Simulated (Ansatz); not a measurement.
Ansatz (a quantum-chemistry and plane-wave program) input (B3LYP-D3(BJ)/def2-TZVP):

Ansatz 0.2 input:
```yaml
crystal:
  periodic: [false, false, false]
  atoms:
    - {symbol: C, position_ang: [-0.03759753, -0.06015700, -0.06106766]}
    - {symbol: F, position_ang: [1.26153075, -0.18571255, -0.15383468]}
    - {symbol: H, position_ang: [-0.33766453, -0.05308500, 1.03535951]}
    - {symbol: H, position_ang: [-0.32163310, 1.03086842, -0.20578720]}
    - {symbol: H, position_ang: [-0.56565223, -0.78506160, -0.70013914]}
basis:
  gaussian:
    orbitals: def2-TZVP
hamiltonian:
  xc: b3lyp
  dispersion: d3bj
total_charge: 1
magnetization: {spin_polarized: true, initial_magnetization: 1}
relax: {f_tol: 0.002, max_steps: 150}
```

Output:

```
Functional definition: B3LYP
integrals: 0.01 GiB planned
468 factors; their error is unknown
mean field: 0.19 GiB planned
mean field evaluation 1: about -3783.3684 eV, gradient 5.2e1 eV
mean field evaluation 2: about -3764.7076 eV, gradient 9.1e1 eV
mean field evaluation 4: about -3791.6493 eV, gradient 6.2e0 eV
mean field evaluation 8: about -3791.7836 eV, gradient 2.3e-1 eV
mean field evaluation 16: about -3791.7837 eV, gradient 2.9e-5 eV
mean field -3791.78372196 eV, -139.3454816186 hartree, gradient 2.9e-5 eV, S^2 0.754044; 2 other end points of the search recorded, 0 dependent functions left out
the calculation of the forces begins
reference -3791.78388241 eV, -139.3454875150 hartree; 9, 8 occupied and 71, 72 virtual orbitals, 468 factors
relax step   1: F+E_penalty+E_count = -3791.84138958 eV  Δ(F+E_penalty+E_count) = +0.000e0 eV  max|allowed force component| = 1.716e0 eV/Å  Δτ_max = 0.0000 Å  (51 SCF iters, accepted)
these checks for a lower state are left out or cut short: starts, cluster_reference, orbital_swaps, neighbouring_geometries, increment
integrals: 0.01 GiB planned
468 factors; their error is unknown
mean field: 0.19 GiB planned
mean field -3791.87040865 eV, -139.3486672960 hartree, gradient 2.7e-5 eV, S^2 0.753771; 0 other end points of the search recorded, 0 dependent functions left out
the calculation of the forces begins
reference -3791.87056998 eV, -139.3486732246 hartree; 9, 8 occupied and 71, 72 virtual orbitals, 468 factors
relax step   2: F+E_penalty+E_count = -3791.92807071 eV  Δ(F+E_penalty+E_count) = -8.668e-2 eV  max|allowed force component| = 7.349e-1 eV/Å  Δτ_max = 0.0516 Å  (35 SCF iters, accepted)
these checks for a lower state are left out or cut short: starts, cluster_reference, orbital_swaps, neighbouring_geometries, increment
integrals: 0.01 GiB planned
468 factors; their error is unknown
mean field: 0.19 GiB planned
mean field evaluation 32: about -3791.9025 eV, gradient 2.3e-1 eV
mean field -3791.90273012 eV, -139.3498550878 hartree, gradient 6.9e-6 eV, S^2 0.753258; 0 other end points of the search recorded, 0 dependent functions left out
the calculation of the forces begins
reference -3791.90289249 eV, -139.3498610548 hartree; 9, 8 occupied and 71, 72 virtual orbitals, 468 factors
relax step   3: F+E_penalty+E_count = -3791.96040286 eV  Δ(F+E_penalty+E_count) = -3.233e-2 eV  max|allowed force component| = 3.114e-1 eV/Å  Δτ_max = 0.0770 Å  (34 SCF iters, accepted)
these checks for a lower state are left out or cut short: starts, cluster_reference, orbital_swaps, neighbouring_geometries, increment
integrals: 0.01 GiB planned
468 factors; their error is unknown
mean field: 0.19 GiB planned
mean field -3791.90510204 eV, -139.3499422545 hartree, gradient 2.5e-5 eV, S^2 0.753356; 0 other end points of the search recorded, 0 dependent functions left out
the calculation of the forces begins
reference -3791.90526464 eV, -139.3499482300 hartree; 9, 8 occupied and 71, 72 virtual orbitals, 468 factors
relax step   4: F+E_penalty+E_count = -3791.96278476 eV  Δ(F+E_penalty+E_count) = -2.382e-3 eV  max|allowed force component| = 6.771e-2 eV/Å  Δτ_max = 0.0159 Å  (34 SCF iters, accepted)
these checks for a lower state are left out or cut short: starts, cluster_reference, orbital_swaps, neighbouring_geometries, increment
integrals: 0.01 GiB planned
468 factors; their error is unknown
mean field: 0.19 GiB planned
mean field -3791.90536489 eV, -139.3499519141 hartree, gradient 2.5e-5 eV, S^2 0.753333; 0 other end points of the search recorded, 0 dependent functions left out
the calculation of the forces begins
reference -3791.90552746 eV, -139.3499578882 hartree; 9, 8 occupied and 71, 72 virtual orbitals, 468 factors
relax step   5: F+E_penalty+E_count = -3791.96304058 eV  Δ(F+E_penalty+E_count) = -2.558e-4 eV  max|allowed force component| = 2.998e-2 eV/Å  Δτ_max = 0.0040 Å  (34 SCF iters, accepted)
these checks for a lower state are left out or cut short: starts, cluster_reference, orbital_swaps, neighbouring_geometries, increment
integrals: 0.01 GiB planned
468 factors; their error is unknown
mean field: 0.19 GiB planned
mean field -3791.90537707 eV, -139.3499523615 hartree, gradient 2.7e-5 eV, S^2 0.753328; 0 other end points of the search recorded, 0 dependent functions left out
the calculation of the forces begins
reference -3791.90553964 eV, -139.3499583357 hartree; 9, 8 occupied and 71, 72 virtual orbitals, 468 factors
relax step   6: F+E_penalty+E_count = -3791.96305376 eV  Δ(F+E_penalty+E_count) = -1.318e-5 eV  max|allowed force component| = 1.117e-3 eV/Å  Δτ_max = 0.0008 Å  (26 SCF iters, accepted)
integrals: 0.01 GiB planned
468 factors; their error is unknown
mean field: 0.19 GiB planned
mean field evaluation 64: about -3791.9032 eV, gradient 3.1e-1 eV
mean field -3791.90537707 eV, -139.3499523615 hartree, gradient 2.6e-5 eV, S^2 0.753328; 1 other end points of the search recorded, 0 dependent functions left out
the calculation of the forces begins
reference -3791.90553964 eV, -139.3499583357 hartree; 9, 8 occupied and 71, 72 virtual orbitals, 468 factors
Total energy: -3791.96321633 eV, -139.3520779152 hartree
Atom 0 at    -0.007028    -0.113215    -0.106769 Å, force     0.001117     0.000233     0.000581 eV/Å
Atom 1 at     1.276340    -0.194162    -0.161031 Å, force    -0.000796    -0.000465    -0.000416 eV/Å
Atom 2 at    -0.357245     0.055887     0.998334 Å, force    -0.000249    -0.000050     0.000154 eV/Å
Atom 3 at    -0.343282     1.008914    -0.093278 Å, force    -0.000391     0.000441    -0.000115 eV/Å
Atom 4 at    -0.569802    -0.810572    -0.722725 Å, force     0.000319    -0.000159    -0.000204 eV/Å
Dipole moment:    -0.747450     0.218649     0.181368 e Å
```
